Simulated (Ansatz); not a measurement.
# AlH4+ (singlet): from Hartree-Fock to the top rungs at distance Al1–H5 = 3.476 Å, cc-pVDZ

Aim: climb from Hartree-Fock through coupled cluster and multireference methods for AlH4+ (singlet) at one geometry and basis, and see what each rung misses.

The runs use Ansatz 0.2.0, Gaussian basis; cc-pVDZ, core rule «outside noble gas», up to 5 orbitals frozen.

Plan: UHF; CCSD(T) on RHF; CCSD(T) on UHF; BCCD(T) on RHF; CISD; CCSDT(Q) on RHF; CCSDT(Q) on UHF; CASSCF and MRCISD+Q, 2 electrons in 2 orbitals; CASSCF and NEVPT2, 2 electrons in 2 orbitals; Full CI.

47 further runs of the same task are left out: 33 for a known fault of the program, 9 that didn't finish, 5 set aside as unsound or not needed.

**1. What is computed**

The geometry derives from a PBE0/def2-TZVP stationary point (not a proven minimum). One bond is set to the value named and the two fragments are kept rigid.

5 atoms, charge 1, spin multiplicity 1.

Atoms are counted from 1 here; the program's logs count them from 0.

Bond lengths: Al1–H4 1.552 Å, H2–H3 0.770 Å.

**2. UHF**

Contents of in.yaml:

```yaml
crystal:
  periodic: [false, false, false]
  atoms:
    - {symbol: Al, position_ang: [0.000000, 0.061919, -0.109911]}
    - {symbol: H, position_ang: [0.000000, -0.322874, 1.931139]}
    - {symbol: H, position_ang: [-0.000001, 0.446712, 1.931139]}
    - {symbol: H, position_ang: [-0.000002, 1.598854, -0.326062]}
    - {symbol: H, position_ang: [0.000004, -3.380206, -0.594006]}
basis:
  gaussian: {orbitals: cc-pVDZ}
total_charge: 1
magnetization: {spin_polarized: true, initial_magnetization: 0}
hamiltonian: {xc: hf}
output: {orbitals: {seedname: orbitals}}
```

Started as:

```
$ ansatz run in.yaml --threads 1 --pin off --events-out ev --progress --plain --max-ram 2393MiB
```

After this run come: CCSD(T) on RHF; CCSD(T) on UHF; BCCD(T) on RHF; CISD; CCSDT(Q) on RHF; CCSDT(Q) on UHF; CASSCF and MRCISD+Q, 2 electrons in 2 orbitals; CASSCF and NEVPT2, 2 electrons in 2 orbitals; Full CI.

Q: Predict the results of all the runs planned. Wanted: FCI below the RHF energy; RMP2 from FCI; UMP2 from FCI; RCCSD from FCI; RCCSD(T) from FCI; UCCSD(T) from FCI; RCCSDT(Q) from FCI; UCCSDT(Q) from FCI; NEVPT2 pair from FCI.

As calculated:

| quantity | value |
| --- | --- |
| FCI below the RHF energy | -4.9611 eV |
| RMP2 from FCI | +1902.2 meV |
| UMP2 from FCI | +668.8 meV |
| RCCSD from FCI | +191.9 meV |
| RCCSD(T) from FCI | +9.4 meV |
| UCCSD(T) from FCI | +75.0 meV |
| RCCSDT(Q) from FCI | +0.2 meV |
| UCCSDT(Q) from FCI | +2.4 meV |
| NEVPT2 pair from FCI | +595.7 meV |
| MRCISD+Q pair from FCI | -24.3 meV |
| levels within 1 kcal/mol (43 meV) | RCCSD(T), BCCD(T), RCCSDT, UCCSDT, RCCSDT(Q), UCCSDT(Q), MRCISD+Q pair |
| T1 diagnostic | 0.054 |
| effectively unpaired electrons | 1.59 |

What this shows: RCCSD(T) lands +9.4 meV from the yardstick (0.2 % of the correlation energy). CCSD(T) misses by +9.4 meV on the restricted determinant and by +75.0 meV on the unrestricted one; the two need not hold the same state or core. MRCISD+Q pair falls below full CI: the +Q correction isn't variational, and the cores differ from full CI's. The occupations show strong static correlation (1.6 unpaired electrons where one determinant has 0). Coupled cluster on one determinant still stays close here. Of the multireference levels listed MRCISD+Q pair comes nearest in total energy (-24.3 meV), which doesn't show that its space is the better one. These misses are within one basis, not against nature.
